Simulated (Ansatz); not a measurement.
## Europium, bcc: convergence with the k-point mesh

Computed with Ansatz, r²SCAN, scalar-relativistic PAW, on the relaxed cell (a = 4.455 Å; ferromagnetic, net 7.86 μB per atom). Errors count from a run at 500 eV on a Γ-centred 13×13×13 mesh with Fermi-Dirac smearing of 0.05 eV, extrapolated to zero width. Fixed here: cutoff 500 eV, Fermi-Dirac width 0.05 eV.

```csv
k-mesh,E(σ→0) error (meV/atom),P (GPa),sphere moment (μB),SCF iterations
2×2×2,-433.3,-7.47,6.94,20
3×3×3,10.4,-0.46,7.39,22
4×4×4,-4.5,-0.81,7.49,15
5×5×5,-5.0,0.08,7.43,17
6×6×6,9.7,-0.09,7.46,27
8×8×8,1.3,-0.08,7.29,24
11×11×11,0.1,-0.05,7.31,23
14×14×14,0.7,-0.03,7.28,23
```

Within 5 meV/atom of the last row: from 8×8×8 on.
